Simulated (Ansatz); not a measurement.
**Equilibrium volume per atom of some solids**

Method: r²SCAN-D4 in Ansatz (PAW). References are measured values corrected to a static lattice.

Values in Å³/atom.

```json
[
 {"solid": "hcp Hf", "reference": "22.30¶", "r²SCAN-D4": "22.27", "error (%)": "-0.1"},
 {"solid": "hcp Re", "reference": "14.62¶", "r²SCAN-D4": "14.62", "error (%)": "0.0"},
 {"solid": "hcp Sc", "reference": "24.77¶", "r²SCAN-D4": "24.76", "error (%)": "0.0"},
 {"solid": "hcp Ru", "reference": "13.45¶", "r²SCAN-D4": "13.43", "error (%)": "-0.1"},
 {"solid": "hcp Os", "reference": "13.85¶", "r²SCAN-D4": "13.95", "error (%)": "+0.7"},
 {"solid": "hcp Mg", "reference": "22.65¶", "r²SCAN-D4": "22.48", "error (%)": "-0.8"},
 {"solid": "body-centred tetragonal In", "reference": "25.70¶", "r²SCAN-D4": "25.86", "error (%)": "+0.6"},
 {"solid": "hcp Ti", "reference": "17.50¶", "r²SCAN-D4": "17.22", "error (%)": "-1.6"},
 {"solid": "hcp Cd", "reference": "21.01¶", "r²SCAN-D4": "21.54", "error (%)": "+2.5"},
 {"solid": "hcp Tl", "reference": "27.99¶", "r²SCAN-D4": "29.63", "error (%)": "+5.9"},
 {"solid": "hcp Co", "reference": "10.96¶", "r²SCAN-D4": "10.55", "error (%)": "-3.7"},
 {"solid": "hcp Zr", "reference": "23.18¶", "r²SCAN-D4": "23.40", "error (%)": "+0.9"},
 {"solid": "hcp Y", "reference": "32.95¶", "r²SCAN-D4": "33.20", "error (%)": "+0.8"},
 {"solid": "hcp Zn", "reference": "14.86¶", "r²SCAN-D4": "14.19", "error (%)": "-4.5"}
]
```

Over these 14 solids the mean error is 0.0 %, the mean absolute error 1.6 % (median 0.8 %), and the worst case hcp Tl at +5.9 %; the value is too low in 7 of 14 cases.

All these references are brought to a static lattice.

Spin–orbit coupling is left out, also for the solids with elements from indium on (hcp Hf, hcp Re, hcp Os, body-centred tetragonal In, hcp Tl); its size isn't shown.

¶ marks references of a special kind: hcp Hf, 22.30 Å³/atom (measured, copied from a table, unchecked, extrapolated to 0 K and zero-point effects removed; as tabulated in Lejaeghere et al. (2013), arXiv:1204.2733); hcp Re, 14.62 Å³/atom (measured, copied from a table, unchecked, extrapolated to 0 K and zero-point effects removed; as tabulated in Lejaeghere et al. (2013), arXiv:1204.2733); hcp Sc, 24.77 Å³/atom (measured, copied from a table, unchecked, extrapolated to 0 K and zero-point effects removed; as tabulated in Lejaeghere et al. (2013), arXiv:1204.2733); hcp Ru, 13.45 Å³/atom (measured, copied from a table, unchecked, extrapolated to 0 K and zero-point effects removed; as tabulated in Lejaeghere et al. (2013), arXiv:1204.2733); hcp Os, 13.85 Å³/atom (measured, copied from a table, unchecked, extrapolated to 0 K and zero-point effects removed; as tabulated in Lejaeghere et al. (2013), arXiv:1204.2733); hcp Mg, 22.65 Å³/atom (measured, copied from a table, unchecked, extrapolated to 0 K and zero-point effects removed; as tabulated in Lejaeghere et al. (2013), arXiv:1204.2733); body-centred tetragonal In, 25.70 Å³/atom (measured, copied from a table, unchecked, extrapolated to 0 K and zero-point effects removed; as tabulated in Lejaeghere et al. (2013), arXiv:1204.2733); hcp Ti, 17.50 Å³/atom (measured, copied from a table, unchecked, extrapolated to 0 K and zero-point effects removed; as tabulated in Lejaeghere et al. (2013), arXiv:1204.2733); hcp Cd, 21.01 Å³/atom (measured, copied from a table, unchecked, extrapolated to 0 K and zero-point effects removed; as tabulated in Lejaeghere et al. (2013), arXiv:1204.2733); hcp Tl, 27.99 Å³/atom (measured, copied from a table, unchecked, extrapolated to 0 K and zero-point effects removed; as tabulated in Lejaeghere et al. (2013), arXiv:1204.2733); and 4 more.

Differences are worked out from the printed values.

Caveats: a distance lies near a switch of the dispersion term, which can move the cell (hcp Mg). Ansatz's density-functional and Hartree–Fock values are scalar-relativistic unless marked +SOC, with PAW data made under PBE.

Ansatz's runs of these crystals have no spin polarisation, but for hcp Co. Meta-GGAs and exact exchange favour moments, which can bear on hcp Sc, hcp Ti, hcp Co, hcp Y.

Density-functional runs with spin start from parallel moments for hcp Co.

Not in this set, of the solids of all kinds but layered and molecular ones with a reference value in our tables and a result at some level: 295 for a reference at room or unstated temperature; 58 for a cell known from the COD alone; 46 for a published cell of unstated conditions; 5 for no value at r²SCAN-D4 (not run, a failed fit, an unstable or unbound cell, or a value held back for tests); 5 for a high-temperature or high-pressure phase; 1 for a run that ended without the magnetic order (r²SCAN-D4). These can be a level's best or worst cases. At least 150 more with a reference value are held back for tests. Solids without a released value at any level aren't counted. Cubic solids are told by their lattice constant and aren't counted here. The metals Ce to Yb are counted apart.

References as tabulated in Lejaeghere et al. (2013), arXiv:1204.2733.

Ansatz is a first-principles code.
